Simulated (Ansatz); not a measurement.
in.yaml

```yaml
crystal:
  periodic: [false, false, false]
  atoms:
    - {symbol: Al, position_ang: [0.000000, 0.000000, 0.000000]}
    - {symbol: H, position_ang: [0.000000, 0.000000, 1.664886]}
basis:
  gaussian: {orbitals: cc-pVQZ}
magnetization: {spin_polarized: false, initial_magnetization: 2}
correlation: {method: fci, electrons: outside_noble_gas}
```

```sh
$ ansatz run in.yaml --threads 1 --pin off --events-out ev --progress --plain --max-ram 2393MiB
```

**Question.** Roughly how long does this take on 1 thread of Arm Neoverse V2, shared host, and how much host memory?

**Answer.** 42 s wall and 0.59 GiB.

```
970 factors; integrals over basis functions are off by at most 2.1e-7 eV
mean field evaluation 1: about -6595.6725 eV, gradient 5.2e0 eV
mean field evaluation 2: about -6595.6737 eV, gradient 5.2e0 eV
mean field evaluation 4: about -6596.4415 eV, gradient 1.4e0 eV
mean field evaluation 8: about -6596.5344 eV, gradient 9.4e-2 eV
mean field evaluation 16: about -6596.5343 eV, gradient 1.2e-1 eV
mean field -6596.53445467 eV, -242.4181699175 hartree, gradient 4.1e-6 eV, S^2 2.000000; 2 other end points of the search recorded, 0 dependent functions left out
mean field evaluation 32: about -6596.5250 eV, gradient 1.0e0 eV
5 core orbitals not correlated: weight in the atoms' cores, before any rotation towards them, 1.000 or more for the frozen orbitals, at most 0.000 for the correlated occupied ones
reference -6596.53445467 eV, -242.4181699175 hartree; 3, 1 occupied and 81, 83 virtual orbitals, 970 factors
state -6598.24191457 eV, -242.4809179113 hartree
Total energy: -6598.24191457 eV, -242.4809179113 hartree
```
